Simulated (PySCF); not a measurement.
1,4-dioxane, C4H8O2.
Bonds: C1–C2, C2–O3, O3–C4, C4–C5, C5–O6, C1–O6. Hydrogens: H7, H8 on C1; H9, H10 on C2; H11, H12 on C4; H13, H14 on C5.

Level of theory: PySCF, TDDFT CAM-B3LYP/def2-SVPD, vertical, gas phase, core orbitals frozen in the response. The structure is a single PBE0-D3(BJ)/def2-SVP conformer in the gas phase; no vibrational or solvent corrections.

Lowest singlets, with some entries withheld (?).

| state | λ (nm) | f | main configurations (H = HOMO, L = LUMO) |
| --- | --- | --- | --- |
| S1 | 176.9 | 0.0000 | H→L (90%) |
| S2 | 166.2 | 0.088 | H→L+2 (91%) |
| S3 | 162.7 | 0.057 | H→L+1 (97%) |
| S4 | ? | ? | ? |
| S5 | 157.7 | 0.021 | H→L+3 (73%), H-1→L (20%) |
| S6 | 145.5 | 0.037 | H-1→L (64%), H→L+3 (21%) |
| S7 | ? | ? | ? |
| S8 | 144.6 | 0.0000 | H→L+5 (74%), H-1→L+1 (20%) |
| S9 | 142.0 | 0.0000 | H-1→L+2 (41%), H-2→L (17%), H→L+7 (16%) |
| S10 | 140.8 | 0.0000 | H→L+6 (78%), H→L+5 (11%), H-1→L+1 (8%) |

What stands in place of each question mark?

- S4: λ = 159.3 nm; f = 0.0000; H→L+4 (87%)
- S7: λ = 145.2 nm; f = 0.0000; H-2→L (62%), H-1→L+2 (27%)

Where do the lowest triplets lie (Tamm–Dancoff)?

T1 6.82 eV, H→L (82%), H→L+4 (12%); T2 7.30 eV, H→L+2 (87%); T3 7.43 eV, H→L+4 (76%), H→L (13%); T4 7.53 eV, H→L+1 (95%). E(S1) − E(T1) = +0.18 eV.

What is the mean static polarisability from the same response equations?

55.3 au (8.20 Å³), with principal values 50.7, 53.2 and 62.1 au.

How far apart are S2 and S9, in eV and cm⁻¹?

8.733 − 7.461 = 1.272 eV, or about 10260 cm⁻¹.

The vertical ionisation energy (ΔSCF) is 9.34 eV, 0.53 eV above S10.
